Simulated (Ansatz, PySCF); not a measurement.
Species: ethylene, C₂H₄, charge 0, multiplicity 1. 
Coordinates optimised at B3LYP-D3(BJ)/def2-TZVP (Ansatz, a program for electronic structure):
```xyz
6

C     -0.0012    -0.0058     0.6623
C      0.0012     0.0058    -0.6623
H      0.0167     0.9104     1.2401
H     -0.0212    -0.9321     1.2238
H      0.0212     0.9321    -1.2238
H     -0.0167    -0.9104    -1.2401
```


Property: enthalpy of formation at 298 K (from the atomisation energy, B3LYP-D3(BJ)/def2-TZVP harmonic zero-point and thermal terms from PySCF, and the atoms' enthalpies of formation in the G2/97 table; no spin-orbit terms, and no core term in the frozen-core levels), in kcal/mol. Cores are frozen in the correlated levels unless marked. UHF or UKS for open shells. Spin-orbit coupling is left out. Non-relativistic. FCI takes restricted orbitals. The coupled-cluster limit lacks core correlation, which all-electron functionals hold. CBS(X,Y): correlation extrapolated as X^-3; Hartree-Fock from the larger set. [CCSD(T)-MP2]/basis is that difference in the basis named.

Measured: 12.6 kcal/mol (Active Thermochemical Tables 1.112 (ions: stationary electron), as tabulated in the package chemicals); it holds spin-orbit and relativistic effects, which these rows lack, and core correlation, which the frozen-core levels lack.

```tsv
level	program	enthalpy of formation at 298 K (kcal/mol)	error against measurement
revPBE-D3(BJ)/def2-TZVPD	Ansatz + dftd3	16.5	3.9
BP86-D4/def2-TZVPD	PySCF + dftd4	-3.1	-15.7
M06-L/def2-TZVPD	PySCF	15.7	3.1
PBE0-D4/def2-TZVP	Ansatz + dftd4	12.4	-0.2
BHLYP/def2-TZVPD	Ansatz	27.3	14.7
TPSSh-D3(BJ)/def2-TZVPD	PySCF + dftd3	9.4	-3.2
PW6B95/def2-TZVPD	PySCF	13.0	0.4
MP2/aug-cc-pVDZ	Ansatz	44.5	31.9
MP2/def2-SVP	Ansatz	34.1	21.5
MP2/def2-QZVPP	Ansatz	14.8	2.2
MP2/CBS(def2-TZVPP,def2-QZVPP)	Ansatz	10.1	-2.5
RI-MP2/aug-cc-pVTZ	Ansatz	20.5	7.9
RI-MP2/def2-QZVPP	Ansatz	14.8	2.2
CCSD/6-31G*	Ansatz	64.4	51.8
CCSD/aug-cc-pVDZ	Ansatz	54.0	41.4
CCSD/aug-cc-pVTZ	Ansatz	30.7	18.1
FCI/STO-3G	Ansatz	-7.1	-19.7
RI-MP2/CBS(cc-pVTZ,cc-pVQZ)+[CCSD(T)-MP2]/cc-pVTZ	Ansatz	13.5	0.9
RI-MP2/CBS(def2-TZVPP,def2-QZVPP)+[CCSD(T)-MP2]/def2-TZVPP	Ansatz	13.6	1.0
RI-MP2/CBS(def2-TZVPP,def2-QZVPP)+[CCSD(T)-MP2]/def2-QZVPP	Ansatz	14.0	1.4
CCSD(T)/CBS(cc-pVTZ,cc-pVQZ)	Ansatz	14.3	1.7
```
